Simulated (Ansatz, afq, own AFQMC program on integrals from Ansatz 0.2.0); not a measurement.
**CH₃B, singlet: AFQMC among the cluster methods**

```yaml
atoms:
  - { symbol: B, position_ang: [-0.9345, 0.0086, 0.0074] }
  - { symbol: C, position_ang: [0.5963, -0.0055, -0.0047] }
  - { symbol: H, position_ang: [0.9628, -1.0402, -0.0025] }
  - { symbol: H, position_ang: [0.9841, 0.5112, 0.8828] }
  - { symbol: H, position_ang: [0.9698, 0.5022, -0.9035] }
```

Connectivity, by distances: B–CH3.

Basis cc-pVDZ. Noble-gas cores (and the filled d shells of Ga–Kr and In–Xe) are frozen. Ansatz 0.2.0 and our own AFQMC program on the same integrals; the CISD trial comes from CCSD amplitudes, and released means the phaseless constraint is let go. Free projection: walkers drawn from exp(T), propagated without any constraint. Its projection time is finite, and what remains of the start isn't in its error. Uncertainties: one standard error, sampling alone.

Determinant: RHF, the one that the program's search chose, which needn't be the lowest solution. The geometry is a point of a scan.

No full CI on the walks' own integrals is used here; CCSDT(Q) serves as the reference and is uncertain by about the last step of the cluster series.

Cautions: higher spins were not checked; restricted determinant unstable towards unrestricted (UHF 73 meV lower, ⟨S²⟩ 0.32).

- T1 diagnostic: 0.0114
- weight of the determinant in the CISD state: 0.873
- size of the correlated space: 10 electrons in 41 orbitals

```
  level  correlation energy (eV)
    MP2                  -5.5273
   CCSD                  -6.5469
CCSD(T)                  -6.7242
```

**Question.** Estimate where phaseless AFQMC with a CISD trial lies against CCSD(T) on the same integrals.

**Answer.** 1.14 ± 0.35 kcal/mol below CCSD(T).

Reference: CCSDT(Q), correlation energy -6.755 eV. The released energy is read at 2.40 1/Eh (meV from the phaseless value at times in 1/Eh: 17 ± 13 at 0.24, 11 ± 12 at 0.51, 15 ± 11 at 0.99, 15 ± 14 at 1.62, 37 ± 17 at 2.40).

| level | E − E(reference) (kcal/mol) | share of correlation (%) |
| --- | --- | --- |
| CCSD(T) | 0.71 | 99.54 |
| CCSDT | 0.22 | 99.86 |
| ph-AFQMC/HF | -0.13 ± 1.38 | 100.08 |
| ph-AFQMC/CISD | -0.43 ± 0.35 | 100.27 |
| released AFQMC | 0.42 ± 0.39 | 99.73 |
| free AFQMC | 0.16 ± 0.32 | 99.90 |

Free projections are given only where their last times agree within the noise and don't stop above the reference; a slow remainder of the start can still hide under it. A walk keeps the symmetry of its determinant, which the program's search chose and which needn't be the lowest solution, so a lower state of the same spin and another symmetry isn't excluded. Released energies are given only where the last usable release times agree within the noise; a slower fall can still hide under it.
